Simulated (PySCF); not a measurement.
Isomers C4H6O2:

A. `C=COC(C)=O`
B. `CCC(=O)C=O`
C. SMILES C[C@@H]1OCC1=O

Spectrum 1. 13C{1H} NMR (computed): δ 172.4 (C), 149.3 (CH), 101.1 (CH2), 23.2 (CH3).

Spectrum 2. 13C{1H} NMR (computed): δ 214.4 (C), 102.9 (CH), 91.2 (CH2), 19.5 (CH3).

Spectrum 3. 13C{1H} NMR (computed): δ 205.8 (C), 197.3 (CH), 34.2 (CH2), 8.1 (CH3).

All values are calculated (PySCF 2.14.0 with density-fitted response routines): σ from GIAO-PBE0/pcSseg-1, J: B3LYP/pcJ-1 (spin–dipole term left out of most H,H and C,H couplings), structure optimised with GFN2-xTB. Gas phase, no relativistic terms, equivalent nuclei averaged, one conformer.

Chemical shifts δ = σref − σ; TMS for 13C, all at this level. Shifts are as computed. Against solution values, carbons near 30 ppm lie about +3 ppm off and those near 130 ppm about +5 ppm. Of 1211 compounds with measured shifts, 218 miss one by over three times the rms of a fit or turn the order of signals round; such compounds aren't used in these exercises.

**Question.** Match each spectrum to its structure.

**Answer.** 1–A, 2–C, 3–B.

- Spectrum 1 (A): 4 13C signals; δC 172.4 is an ester carbonyl carbon; δC 149.3 is an alkene carbon bearing oxygen.
- Spectrum 2 (C): 4 13C signals; δC 214.4 is a ketone carbonyl carbon; δC 102.9 is an sp3 CH bonded to O, α to a carbonyl.
- Spectrum 3 (B): 4 13C signals; δC 205.8 is a ketone carbonyl carbon; δC 197.3 is an aldehyde carbonyl carbon.
